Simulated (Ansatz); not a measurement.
# C2F3 (trifluorovinyl radical): UPBE-QIDH-D3(BJ)-ATM/6-31G(d,p) (density fitting with def2-universal-jkfit, def2-SVP-rifit for correlation, Cartesian functions, damping of pbe, start density atoms)

Aim: the energy difference between two shapes of C2F3 (trifluorovinyl radical) at UPBE-QIDH-D3(BJ)-ATM/6-31G** (density fitting with def2-universal-jkfit, def2-SVP-rifit for correlation, Cartesian functions, damping of pbe, start density atoms), from 2 runs. 

The calculation is run with Ansatz 0.2.0.

5 further runs of the same task are left out: 2 that didn't finish, 3 set aside as unsound or not needed. Runs told in other sessions of the task aren't counted.

### 1 The structure to begin with

C2F3 has 5 atoms, charge 0, and is taken as a doublet. SMILES: `F[C]=C(F)F`. Geometry: relaxed at PBE0-D4/def2-TZVP.

Bond lengths: F1–C2 1.297 Å, C2–C3 1.311 Å, C3–F4 1.317 Å, C3–F5 1.311 Å. Angles: F1–C2–C3 129.8°, C2–C3–F4 124.9°, C2–C3–F5 123.2°, F4–C3–F5 111.9°.

### 2 The energy at UPBE-QIDH-D3(BJ)-ATM/6-31G(d,p) (density fitting with def2-universal-jkfit, def2-SVP-rifit for correlation, Cartesian functions, damping of pbe, start density atoms)

Contents of in.yaml:

```yaml
crystal:
  periodic: [false, false, false]
  atoms:
    - {symbol: F, position_ang: [0.577720, -1.033470, 1.511080]}
    - {symbol: C, position_ang: [0.506940, 0.038840, 0.785720]}
    - {symbol: C, position_ang: [-0.126500, 0.247860, -0.343200]}
    - {symbol: F, position_ang: [-0.848620, -0.650470, -0.980670]}
    - {symbol: F, position_ang: [-0.109540, 1.397240, -0.972920]}
basis:
  gaussian:
    orbitals: 6-31G_st__st_.json
    fitting: {mean_field: def2-universal-jkfit, correlation: def2-SVP-rifit.json}
magnetization: {spin_polarized: true, initial_magnetization: 1}
hamiltonian: {xc: {name: PBE-QIDH}, dispersion: {method: d3bjatm, functional: pbe}}
correlation: {electrons: all}
```

The basis set 6-31G** is read from a file made from the Basis Set Exchange's data (not shown).

Run with:

```
$ ansatz run in.yaml --threads 1 --pin off --max-ram 3480MiB --events-out events.jsonl --progress --plain --runs-dir runs
```

What it wrote:

```text
Warning: RAYON_NUM_THREADS=1 ignored (pool sized by the plan → 1); use --threads N
Functional definition: PBE-QIDH
  name "PBE-QIDH"
  parameter a = 3^(-1/3)
  parameter c = 1/3
  exchange = (1 - a)*pbe_x + a*exact_x
  correlation = (1 - c)*pbe_c + c*(mp2_os + mp2_ss)
381 factors; integrals over basis functions are off by at most 6.2e-2 eV
240 factors; integrals over basis functions are off by at most 5.8e-1 eV
mean field evaluation 1: about -10196.8231 eV, gradient 2.0e1 eV
mean field evaluation 2: about -10196.8225 eV, gradient 2.0e1 eV
mean field evaluation 4: about -10198.3928 eV, gradient 2.8e0 eV
mean field evaluation 8: about -10198.4756 eV, gradient 3.1e-1 eV
mean field evaluation 16: about -10198.4858 eV, gradient 7.8e-4 eV
mean field -10198.48578005 eV, -374.7874396351 hartree, gradient 6.6e-6 eV, S^2 0.814074; 0 other end points of the search recorded, 0 dependent functions left out
reference -10198.48578398 eV, -374.7874397792 hartree; 20, 19 occupied and 55, 56 virtual orbitals, 240 factors
second order -22.90242005 eV of doubles, -0.00000000 eV of singles
Total energy: -10206.18053228 eV, -375.0702165636 hartree
```

It took 3.9 s on 1 thread of Arm Neoverse V1, shared host.

### 3 The distorted shape, same level

Contents of in.yaml:

```yaml
crystal:
  periodic: [false, false, false]
  atoms:
    - {symbol: F, position_ang: [0.533730, -0.969049, 1.210595]}
    - {symbol: C, position_ang: [0.604724, 0.004530, 0.943079]}
    - {symbol: C, position_ang: [-0.185828, 0.153807, -0.450722]}
    - {symbol: F, position_ang: [-0.974582, -0.748661, -1.050355]}
    - {symbol: F, position_ang: [-0.047475, 1.329307, -0.942580]}
basis:
  gaussian:
    orbitals: 6-31G_st__st_.json
    fitting: {mean_field: def2-universal-jkfit, correlation: def2-SVP-rifit.json}
magnetization: {spin_polarized: true, initial_magnetization: 1}
hamiltonian: {xc: {name: PBE-QIDH}, dispersion: {method: d3bjatm, functional: pbe}}
correlation: {electrons: all}
```

The basis set 6-31G** is read from a file made from the Basis Set Exchange's data (not shown).

Run with:

```
$ ansatz run in.yaml --threads 1 --pin off --max-ram 3480MiB --events-out events.jsonl --progress --plain --runs-dir runs
```

What it wrote:

```text
Warning: RAYON_NUM_THREADS=1 ignored (pool sized by the plan → 1); use --threads N
[... 6 set-up lines as earlier in the session ...]
381 factors; integrals over basis functions are off by at most 5.9e-2 eV
240 factors; integrals over basis functions are off by at most 5.9e-1 eV
mean field evaluation 1: about -10191.3718 eV, gradient 2.0e1 eV
mean field evaluation 2: about -10191.3722 eV, gradient 2.0e1 eV
mean field evaluation 4: about -10193.1579 eV, gradient 2.5e0 eV
mean field evaluation 8: about -10193.3029 eV, gradient 1.3e-1 eV
mean field evaluation 16: about -10193.3052 eV, gradient 1.9e-2 eV
mean field evaluation 32: about -10193.2735 eV, gradient 8.1e-1 eV
mean field -10193.30524321 eV, -374.5970584173 hartree, gradient 4.4e-6 eV, S^2 0.784039; 2 other end points of the search recorded, 0 dependent functions left out
reference -10193.30524745 eV, -374.5970585732 hartree; 20, 19 occupied and 55, 56 virtual orbitals, 240 factors
second order -22.26148431 eV of doubles, -0.00000000 eV of singles
Total energy: -10200.78682116 eV, -374.8720013358 hartree
```

Run time: 5.4 s. Hardware: 1 thread of Arm Neoverse V1, shared host.

### 4 Results

At UPBE-QIDH-D3(BJ)-ATM/6-31G** (density fitting with def2-universal-jkfit, def2-SVP-rifit for correlation, Cartesian functions, damping of pbe, start density atoms):

| quantity | value |
| --- | --- |
| first shape: total energy | -375.07022 Eh |
| first shape: dispersion energy | -5.85 kJ/mol |
| first shape: ⟨S²⟩ | 0.814 |
| distorted shape: total energy | -374.87200 Eh |
| distorted shape: dispersion energy | -5.89 kJ/mol |
| distorted shape: ⟨S²⟩ | 0.784 |
| energy change with the atoms displaced | 5.394 eV |

What this shows: With the atoms displaced the energy rises by 5.39 eV (520 kJ/mol). The first shape isn't relaxed at this level, so the change isn't measured from a minimum.
